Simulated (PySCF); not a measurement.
Compound: AlClH2.
SMILES: `[AlH2][Cl]`

The closed-shell ground state was solved at several levels (PySCF, density fitting, gas phase, non-relativistic). Isolated species at its PBE0-D3(BJ)/def2-SVP geometry, gas phase.

| level | basis functions | HOMO (eV) | LUMO (eV) | gap (eV) | dipole (D) |
| --- | --- | --- | --- | --- | --- |
| PBE0/STO-3G | 20 | -5.86 | 3.30 | 9.16 | 2.78 |
| PBE0/def2-TZVPD | 107 | -8.60 | -1.69 | 6.91 | 1.33 |
| mPW1PW91/pcSseg-2 | 114 | -8.65 | -1.73 | 6.92 | 1.51 |
| CAM-B3LYP/def2-SVPD | 67 | -9.99 | -0.76 | 9.23 | 1.44 |
| B3LYP/pcSseg-2 | 114 | -8.40 | -1.94 | 6.46 | 1.49 |
| B3LYP/aug-cc-pVTZ-J | 176 | -8.40 | -1.93 | 6.47 | 1.32 |
| KT3/pcSseg-2 | 114 | -7.41 | -2.40 | 5.01 | 1.43 |
| KT2/pcSseg-2 | 114 | -7.37 | -2.55 | 4.82 | 1.42 |
| PBE0/cc-pVDZ | 46 | -8.50 | -1.66 | 6.84 | 1.39 |
| BHandHLYP/def2-SVPD | 67 | -9.83 | -0.92 | 8.91 | 1.47 |
| PBE0/pcSseg-2 | 114 | -8.61 | -1.72 | 6.89 | 1.52 |
| HF/def2-SVPD | 67 | -11.77 | 1.07 | 12.84 | 1.54 |
| PBE0/pcSseg-0 | 30 | -8.75 | -2.05 | 6.70 | 2.01 |

**Question.** What might PBE0/6-31+G* (48 basis functions) give for the same quantities?

**Answer.** HOMO -8.63 eV, LUMO -1.76 eV, gap 6.87 eV, dipole 1.67 D.

**Question.** Over all these levels, which gives the widest orbital gap and which the narrowest?

**Answer.** HF/def2-SVPD (Hartree–Fock, all exact exchange) has the widest, 12.84 eV, and KT2/pcSseg-2 (GGA) the narrowest, 4.82 eV. Functional and basis both differ between the two, so the spread mixes both effects.

**Question.** How much does the basis alone move the frontier levels among the 6 PBE0 rows (the withheld one included)?

**Answer.** The HOMO by 2.89 eV and the LUMO by 5.35 eV. By rising basis size (HOMO, LUMO in eV): STO-3G -5.86, 3.30; pcSseg-0 -8.75, -2.05; cc-pVDZ -8.50, -1.66; 6-31+G* -8.63, -1.76; def2-TZVPD -8.60, -1.69; pcSseg-2 -8.61, -1.72.

**Question.** In the pcSseg-2 basis, how does the gap go with the fixed share of exact exchange?

**Answer.** KT2 (0 %) 4.82 eV; KT3 (0 %) 5.01 eV; B3LYP (20 %) 6.46 eV; PBE0 (25 %) 6.89 eV; mPW1PW91 (25 %) 6.92 eV. Each rise in the share widens the gap here.

**Question.** How far do the dipole and the HOMO energy spread over the levels?

**Answer.** The dipole runs from 1.32 to 2.78 D (mean 1.59 D) and the HOMO from -11.77 to -5.86 eV.
